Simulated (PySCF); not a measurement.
# C5H8O: the cost of one run

Programs: PySCF 2.14.0, with routines of our own; each step states its level. All values are computed. Atoms count from 0.

## (1) The system as given

14 atoms, charge 0, multiplicity 1; geometry from: GFN2-xTB.

## (2) Optimising the geometry at PBE0-D3(BJ)/def2-SVP

The job: settings as JSON, then the geometry in Å.

```
{"job": {"xc": "PBE0", "basis": "def2-SVP", "d3": "d3bj", "grid": 1, "kind": "geom"}, "charge": 0, "multiplicity": 1}
C     -2.001595     0.553329     0.174997
C     -0.650243    -0.018880     0.523781
C      0.127529    -0.735680    -0.535618
C      1.468566    -0.591199     0.101689
O      2.578531    -0.734861    -0.725562
C      0.579338     0.607769    -0.057941
H     -2.773181    -0.206690     0.282314
H     -2.244842     1.382346     0.837050
H     -2.009780     0.914044    -0.850822
H     -0.586132    -0.400780     1.542104
H     -0.149749    -1.129199    -1.488479
H      1.622253    -0.994625     1.107423
H      3.299051    -0.191675    -0.388274
H      0.739573     1.545629    -0.544827
```

Run with:

```console
$ OMP_NUM_THREADS=1 python excited_run.py task.json out
```

One launch serves the whole session: the jobs run in the order shown.

**Question.** How long does this first job take on 1 thread of Arm Neoverse V1, shared host, and how much memory does it need?

About 41 s, with a peak of 0.55 GiB.
